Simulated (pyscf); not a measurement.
Homolytic dissociation enthalpies at 298 K of Al–N, Ga–N, In–N bonds in 6 gas-phase molecules, in kcal/mol. Structures and frequencies: ωB97X-D3(BJ)/def2-SVP in PySCF. Both columns use the same structures and thermal terms. Rows were drawn at random from the closed-shell molecules with such a bond whose radicals are computed, keep their shape and have no isomer in the data more than 5 kcal/mol lower.

```csv
row,molecule,radicals,PBE/def2-TZVP,ωB97M-D3(BJ)/def2-TZVP
1,H₃C–Ga(CH₃)–NH₂,[H₃C–Ga–CH₃]• + NH₂•,91.2,93.3
2,H₂N–Ga(NH₂)–NH₂,NH₂• + [H₂N–Ga–NH₂]•,85.5,89.6
3,H₃C–In(NH₂)–NH₂,[H₃C–In–NH₂]• + NH₂•,70.6,73.4
4,H₃C–N(CH₃)–Al(CH₃)–NH₂,[H₃C–Al–N(CH₃)–CH₃]• + NH₂•,101.7,109.6
5,H₃C–In(CH₃)–NH₂,[H₃C–In–CH₃]• + NH₂•,74.0,?
6,H₃C–Ga(NH₂)–NH₂,[H₃C–Ga–NH₂]• + NH₂•,87.7,90.8
```

Task: Fit a line that carries the PBE values to the last column and predict row 5.

Result: In the 5 complete rows the last column lies 2.1 to 7.9 kcal/mol from PBE (mean 4.0, median 3.1). Least squares gives y = -8.2 + 1.14·x with residuals of 1.5 kcal/mol (root mean square). For row 5: -8.2 + 1.14 × 74.0 = 76.2 kcal/mol. The computed value is 76.2 kcal/mol, on the line. Elements up to Kr have no core potential and no relativistic terms here. Elements past Kr carry the def2 core potentials, without spin-orbit coupling.
